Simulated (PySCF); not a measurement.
C₄H₅Cl.
SMILES with atom numbers: `[CH2:1]=[C:2]=[CH:3][CH2:4][Cl:5]` (hydrogens: H6, H7 on C1; H8 on C3; H9, H10 on C4)

Computed geometry: GFN2-xTB, gas phase.

What internal coordinates does the optimisation give?

| bond | length (pm) | order |
| --- | --- | --- |
| C1=C2 | 129.2 | double |
| C2=C3 | 130.0 | double |
| C3–C4 | 149.0 | single |
| C4–Cl5 | 180.4 | single |
| C1–H6, C1–H7 | 107.8 | single |
| C3–H8 | 108.2 | single |
| C4–H9, C4–H10 | 108.9 | single |

Bonds in one row agree within 1 pm and their mean is given. Orders are formal, as drawn. A selection of angles:
| angle | degrees |
| --- | --- |
| C2–C1–H6 | 121.9 |
| H6–C1–H7 | 116.5 |
| C1–C2–C3 | 178.9 |
| C2–C3–C4 | 123.4 |
| C2–C3–H8 | 120.3 |
| C4–C3–H8 | 116.2 |
| C3–C4–Cl5 | 110.0 |
| C3–C4–H9 | 111.6 |
| Cl5–C4–H9 | 105.8 |
| Cl5–C4–H10 | 106.6 |
| H9–C4–H10 | 110.7 |

Dihedral angles: C2–C3–C4–Cl5 -109° (anticlinal). The mirror-image conformer, all signs reversed, is as good.

The C–C distances run from 1.292 Å (C1=C2, drawn double) to 1.490 Å (C3–C4, drawn single), a spread of 0.198 Å.

Point group: C1 (no symmetry element, even within 0.4 Å). Whether it is a minimum is left open (no frequencies). One conformer, not necessarily the lowest.
